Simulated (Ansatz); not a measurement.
Anatase TiO₂ (metastable phase) was calculated with LDA (Ansatz, a quantum-chemistry and plane-wave program, plane waves, PAW).

Numerical settings: plane-wave cutoff 520 eV, 12×12×12 k mesh, Fermi–Dirac smearing 0.01 eV, no spin polarisation, scalar-relativistic PAW data made under PBE.

The volume scan:

```
V (Å³/atom)  E − E_lowest (meV/atom)  P (GPa)
-----------  -----------------------  -------
10.578                         10.91     8.07
10.798                          2.68     3.93
11.018                          0.00     0.00
11.239                          2.57    -3.71
11.459                         10.08    -7.18
```

### Question
What bulk modulus B0 and pressure derivative B′ does a third-order Birch–Murnaghan fit give?

### Answer
V0 = 11.018 Å³/atom, B0 = 191 GPa, B′ = 1.9 (fit to the energies at full precision).

Shape and atoms are relaxed at each volume.

Note: the bulk modulus comes from volumes at which shape and atoms were relaxed.

Static lattice: no zero-point or thermal effects.
